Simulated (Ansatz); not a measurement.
Changing the shape of C₂H₆, singlet

Program: Ansatz, Gaussian basis, development build. Basis aug-cc-pVDZ, nonrelativistic, 2 orbitals frozen in the corrections; active space CAS(2,2). Restricted Hartree–Fock, then the lowest state-specific CASSCF solution met for each case. On stretched bonds single-reference methods can fail or change state. Solutions in different active orbitals can move differences by tenths of an eV and at times more than 1 eV.

Case A:

```xyz
8

C     0.0000    0.0000    1.0480
C     0.0000    0.0000   -1.0480
H     0.0000    1.0190    1.4431
H    -0.8824   -0.5095    1.4431
H     0.8824   -0.5095    1.4431
H     0.0000   -1.0190   -1.4431
H    -0.8824    0.5095   -1.4431
H     0.8824    0.5095   -1.4431
```

Case B:

```xyz
8

C     0.0000    0.0000    0.8575
C     0.0000    0.0000   -0.8575
H     0.0000    1.0190    1.2525
H    -0.8824   -0.5095    1.2525
H     0.8824   -0.5095    1.2525
H     0.0000   -1.0190   -1.2525
H    -0.8824    0.5095   -1.2525
H     0.8824    0.5095   -1.2525
```

Case C:

```xyz
8

C     0.0000    0.0000    0.7622
C     0.0000    0.0000   -0.7622
H     0.0000    1.0190    1.1572
H    -0.8824   -0.5095    1.1572
H     0.8824   -0.5095    1.1572
H     0.0000   -1.0190   -1.1572
H    -0.8824    0.5095   -1.1572
H     0.8824    0.5095   -1.1572
```

Case D:

```xyz
8

C     0.0000    0.0000    0.9528
C     0.0000    0.0000   -0.9528
H     0.0000    1.0190    1.3478
H    -0.8824   -0.5095    1.3478
H     0.8824   -0.5095    1.3478
H     0.0000   -1.0190   -1.3478
H    -0.8824    0.5095   -1.3478
H     0.8824    0.5095   -1.3478
```

Energy less that of case A, in eV:

```tsv
case	RHF/ROHF	CASSCF
B	-1.813	-1.428
C	-2.227	-1.722
D	-0.959	-0.749
```

(1) Give the SC-NEVPT2 energies against case A.

(2) Which case is lowest, and do the methods agree?

Answers

(1) B: -1.555 eV; C: -1.908 eV; D: -0.819 eV.

(2) C is lowest in SC-NEVPT2. Of the methods shown, RHF/ROHF, CASSCF agree.
